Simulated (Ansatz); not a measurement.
C4H7N, SMILES `C#CCNC`, relaxed with RKS PBE0-D4/def2-TZVP in Ansatz 0.2.0 from a PBE-D4/def2-SVP geometry. The force threshold is 0.005 eV/Å; the program also tests the step.

Charge 0, multiplicity 1.

Start:

```xyz
12

C    -2.945   -0.443   -0.141
C    -1.772   -0.318    0.176
C    -0.358   -0.202    0.535
N     0.437    0.422   -0.516
C     1.852    0.466   -0.201
H    -3.986   -0.545   -0.416
H    -0.269    0.420    1.457
H     0.013   -1.223    0.837
H     0.277   -0.077   -1.399
H     2.413    0.895   -1.055
H     2.314   -0.527    0.051
H     2.025    1.131    0.672
```

```csv
step,energy (eV),largest force (eV/Å),largest move (Å)
1,-5744.9657,1.785,0.000
2,-5745.0339,0.197,0.049
3,-5745.0377,0.025,0.012
4,-5745.0379,0.011,0.006
5,-5745.0380,0.015,0.017
6,-5745.0380,0.006,0.004
7,-5745.0380,0.002,0.002
```

End:

```xyz
12

C    -2.901   -0.457   -0.146
C    -1.754   -0.321    0.175
C    -0.355   -0.181    0.548
N     0.426    0.440   -0.503
C     1.839    0.448   -0.202
H    -3.922   -0.568   -0.427
H    -0.286    0.444    1.447
H     0.030   -1.176    0.838
H     0.251   -0.038   -1.377
H     2.391    0.872   -1.042
H     2.257   -0.548    0.022
H     2.024    1.085    0.668
```

Hardware: 4 threads of a server CPU on a shared host. Wall time 31 s, peak host memory 0.46 GiB.
